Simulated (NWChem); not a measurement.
# One shape, several levels: C2H3Cl2F (1,1-dichloro-1-fluoroethane)

Aim: a comparison of 6 runs (HF/3-21G, B2PLYP/6-31G*, B3LYP/6-31G*, CAM-B3LYP/6-31G*, MP3/6-31G*) of C2H3Cl2F (1,1-dichloro-1-fluoroethane). 

The calculation is run with NWChem 7.3.0.

3 further runs of the same task are left out: 3 set aside as unsound or not needed.

## (1) Starting point

The species is C2H3Cl2F (8 atoms), meant as a singlet with charge 0. As SMILES, `CC(F)(Cl)Cl`. The shape is that of a PBE0-D4/def2-TZVP optimisation.

Bond lengths: C1–C2 1.502 Å, C2–F3 1.348 Å, C2–Cl4 1.776 Å, C2–Cl5 1.776 Å, C1–H6 1.091 Å, C1–H7 1.091 Å, C1–H8 1.088 Å. Some angles: C1–C2–F3 110.1°, C1–C2–Cl4 111.1°, C1–C2–Cl5 111.1°, F3–C2–Cl4 107.6°, F3–C2–Cl5 107.6°, Cl4–C2–Cl5 109.3°, C2–C1–H6 108.9°, C2–C1–H7 108.9°, C2–C1–H8 110.1°, H6–C1–H7 109.8°.

## (2) Energy and gradient at HF/3-21G (run 1)

File geom.nw:

```
start geom
memory stack 880 mb heap 220 mb global 1100 mb
charge 0
geometry noautosym nocenter noautoz
  C       -0.133500      -0.505900       0.646300
  C        0.199400       0.391300      -0.511300
  F        1.523600       0.643200      -0.537400
  Cl      -0.232400      -0.372700      -2.055900
  Cl      -0.641100       1.950200      -0.373000
  H        0.163400      -0.011800       1.572000
  H        0.414900      -1.442000       0.535900
  H       -1.202100      -0.709300       0.667600
end
basis spherical bse
  C library 3-21G
  F library 3-21G
  Cl library 3-21G
  H library 3-21G
end
scf
  thresh 1e-08
  maxiter 80
  noprint "final vectors analysis"
end
task scf gradient
```

The run is started by

```console
$ nwchem geom.nw > geom.out
```

The log of the run:

```text
[...]
  functions       =    59
[...]
  wavefunction    = RHF
[...]
         Total SCF energy =  -1090.522050466993
      One-electron energy =  -2104.262414562740
      Two-electron energy =    713.735117553771
 Nuclear repulsion energy =    300.005246541976
        Time for solution =      3.5s
[...]
                         RHF ENERGY GRADIENTS
    atom               coordinates                        gradient
                 x          y          z           x          y          z
   1 C      -0.252278  -0.956012   1.221330    0.003330   0.004869  -0.005897
   2 C       0.376811   0.739450  -0.966217   -0.003650   0.016742  -0.023970
   3 F       2.879187   1.215472  -1.015539   -0.021525  -0.003573  -0.000291
   4 Cl     -0.439172  -0.704301  -3.885088    0.008030   0.016687   0.031136
   5 Cl     -1.211503   3.685344  -0.704868    0.016599  -0.031968  -0.004095
   6 H       0.308781  -0.022299   2.970649    0.001313   0.003841   0.005312
   7 H       0.784047  -2.724985   1.012704    0.002994  -0.005752  -0.001632
   8 H      -2.271640  -1.340383   1.261581   -0.007091  -0.000845  -0.000563
[...]
```

Run time: 5.1 s. Hardware: 1 thread of Intel Xeon Platinum 8488C (Sapphire Rapids), shared host; peak memory 0.098 GiB.

## (3) A single-point energy at B2PLYP/6-31G(d) (spherical functions) (run 2)

File geom.nw:

```
echo
start geom
title "C2H3Cl2F"
memory stack 880 mb heap 220 mb global 1100 mb
charge 0

geometry noautosym nocenter noautoz
C     -0.133500    -0.505900     0.646300
C      0.199400     0.391300    -0.511300
F      1.523600     0.643200    -0.537400
Cl    -0.232400    -0.372700    -2.055900
Cl    -0.641100     1.950200    -0.373000
H      0.163400    -0.011800     1.572000
H      0.414900    -1.442000     0.535900
H     -1.202100    -0.709300     0.667600
end

basis spherical bse
* library 6-31G*
end

dft
xc hfexch 0.53 becke88 0.47 lyp 0.73 mp2 0.27
dftmp2 semidirect
grid xfine
convergence energy 1e-08
maxiter 100
mulliken
end

mp2
freeze core 13
end

task dft energy
```

The run is started by

```console
$ nwchem geom.nw > geom.out
```

The log of the run:

```text
[...]
          Wavefunction type:  closed shell.
          No. of atoms     :     8
          No. of electrons :    58
[...]
          Charge           :     0
          Spin multiplicity:     1
[...]
          AO basis - number of functions:    84
[...]
              XC Information
              --------------
                     Hartree-Fock (Exact) Exchange  0.530
                    Becke 1988 Exchange Functional  0.470
              Lee-Yang-Parr Correlation Functional  0.730
[...]
 d= 0,ls=0.0,diis     1  -1097.3633350286 -1.40D+03  1.64D-02  1.18D+00     5.7
[...]
 d= 0,ls=0.0,diis    10  -1097.5155119246 -6.93D-10  5.19D-07  9.56D-10    56.6
         Total DFT energy =    -1097.515511924561
      One electron energy =    -2111.479026617395
           Coulomb energy =      792.279284699757
    Exchange-Corr. energy =      -78.321016548899
 Nuclear repulsion energy =      300.005246541976
[...]
      Total Density - Mulliken Population Analysis
     ---------------------------------------------
    Atom       Charge   Shell Charges
 -----------   ------   -------------------------------------------------------
    1 C    6     6.49   2.00  0.67  2.13  0.65  1.00  0.04
    2 C    6     5.79   2.00  0.69  1.82  0.53  0.65  0.11
    3 F    9     9.32   2.00  0.94  3.30  1.04  2.03  0.02
    4 Cl  17    17.00   2.00  2.00  5.98  1.40  3.60  0.54  1.46  0.03
    5 Cl  17    17.00   2.00  2.00  5.98  1.40  3.60  0.54  1.46  0.03
    6 H    1     0.80   0.52  0.28
    7 H    1     0.80   0.52  0.28
    8 H    1     0.80   0.52  0.28
[...]
  Basis functions       =     84
[...]
```

It took 63 s on 1 thread of Intel Xeon Platinum 8488C (Sapphire Rapids), shared host; peak memory 0.23 GiB.

Runs 3 to 5 aren't shown in full; the table further down has their settings and results.

## (4) The energy at MP3/6-31G(d) (spherical functions) (run 6)

File c2h3cl2f.nw:

```
start c2h3cl2f
title "C2H3Cl2F"
memory stack 330 mb heap 110 mb global 1760 mb

geometry noautosym nocenter noautoz
   C    -0.133500   -0.505900    0.646300
   C     0.199400    0.391300   -0.511300
   F     1.523600    0.643200   -0.537400
   Cl   -0.232400   -0.372700   -2.055900
   Cl   -0.641100    1.950200   -0.373000
   H     0.163400   -0.011800    1.572000
   H     0.414900   -1.442000    0.535900
   H    -1.202100   -0.709300    0.667600
end

basis "ao basis" spherical bse
   C library 6-31G*
   F library 6-31G*
   Cl library 6-31G*
   H library 6-31G*
end

scf
   thresh 1e-08
   maxiter 80
   print medium
end

tce
   scf
   mbpt3
   freeze core 13
   maxiter 60
end

task tce energy
```

The run is started by

```console
$ nwchem c2h3cl2f.nw > c2h3cl2f.out
```

The log of the run:

```text
[...]
  functions       =    84
[...]
  wavefunction    = RHF
[...]
         Total SCF energy =  -1095.867937206132
      One-electron energy =  -2110.944971279022
      Two-electron energy =    715.071787530915
 Nuclear repulsion energy =    300.005246541976
        Time for solution =     28.3s
[...]
         Wavefunction type : Restricted Hartree-Fock
          No. of electrons :    58
[...]
         Spin multiplicity : singlet
[...]
```

Run time: 62 s. Hardware: 1 thread of Intel Xeon Platinum 8488C (Sapphire Rapids), shared host; peak memory 1 GiB.

## (5) Overview of the runs

```tsv
run	level	task	iteration cap	energy (Eh)	dipole moment (D)	largest force (eV/Å)	wall time
1	HF/3-21G	gradient	80	-1090.522050	2.67	1.864	5.1 s
2	B2PLYP/6-31G* (spherical functions)	energy	100	-1097.742368	2.12	–	63 s
3	B3LYP/6-31G* (spherical functions)	gradient	100	-1098.236742	2.03	0.739	51 s
4	CAM-B3LYP/6-31G* (spherical functions)	gradient	100	-1098.167319	2.07	0.329	1.8 min
5	B3LYP/6-31G* (Cartesian functions)	gradient	100	-1098.245906	2.03	0.759	50 s
6	MP3/6-31G* (spherical functions)	energy	80	-1096.590532	–	–	62 s
```

## (6) Outcome

| quantity | value |
| --- | --- |
| run 6: total energy | -1096.59053 Eh |
| run 6: HOMO energy (Hartree–Fock orbitals) | -12.27 eV |
| run 6: LUMO energy (Hartree–Fock orbitals) | 4.10 eV |
| run 6: HOMO–LUMO gap (Hartree–Fock orbitals) | 16.37 eV |
| run 6: correlation energy (13 core orbitals frozen) | -722.6 mEh |

**Reading.** Over runs 1, 2, 3, 4, 5 the dipole moment (its size) runs from 2.03 D (B3LYP/6-31G*) to 2.67 D (HF/3-21G). The two ends differ in method and basis. Over runs 2, 3, 4, 5 the HOMO–LUMO gap runs from 8.15 eV (B3LYP/6-31G*) to 11.55 eV (B2PLYP/6-31G*). A double hybrid's value is that of its SCF part. Totals of different functionals can't be ranked against each other. All runs together took 5.6 min, the longest 1.8 min.
